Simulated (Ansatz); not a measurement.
Crystal: Si2O, antifluorite type, 3 atoms in the cell.

All numbers below come from PBE, plane waves, PAW datasets (generated soft set 1) in Ansatz 0.2.0 development build.

Cutoff 420 eV; k-mesh 34×34×34 Γ-centred; Fermi–Dirac smearing of 0.0612 eV; no spin polarisation.

(1) What equilibrium volume, lattice constant and bulk modulus does this give?

Results:

(1) V₀ = 14.226 Å³/atom (a₀ = 5.547 Å), B₀ = 85.1 GPa, B₀′ = 4.38. The points behind the fit:

```json
{"V (Å³/atom)": "13.376", "a (Å)": "5.4347", "E − E(min) (meV/atom)": "15.03", "P (GPa)": "5.99"}
{"V (Å³/atom)": "13.661", "a (Å)": "5.4729", "E − E(min) (meV/atom)": "6.40", "P (GPa)": "3.76"}
{"V (Å³/atom)": "13.945", "a (Å)": "5.5107", "E − E(min) (meV/atom)": "1.52", "P (GPa)": "1.77"}
{"V (Å³/atom)": "14.230", "a (Å)": "5.5479", "E − E(min) (meV/atom)": "0.00", "P (GPa)": "-0.03"}
{"V (Å³/atom)": "14.515", "a (Å)": "5.5847", "E − E(min) (meV/atom)": "1.50", "P (GPa)": "-1.64"}
{"V (Å³/atom)": "14.799", "a (Å)": "5.6209", "E − E(min) (meV/atom)": "5.72", "P (GPa)": "-3.09"}
{"V (Å³/atom)": "15.084", "a (Å)": "5.6567", "E − E(min) (meV/atom)": "12.38", "P (GPa)": "-4.39"}
```

The published all-electron PBE values for this crystal (mean of FLEUR and WIEN2k, k-spacing 0.06 Å⁻¹; Bosoni et al., Nat. Rev. Phys. 6, 45 (2024)) are V₀ = 14.226 Å³/atom, B₀ = 85.0 GPa, B₀′ = 4.38.

The stress includes the program's correction for the finite plane-wave basis.

This cubic structure is a model: it isn't the usual form of the substance at ambient conditions, and such phases are metastable or hypothetical.
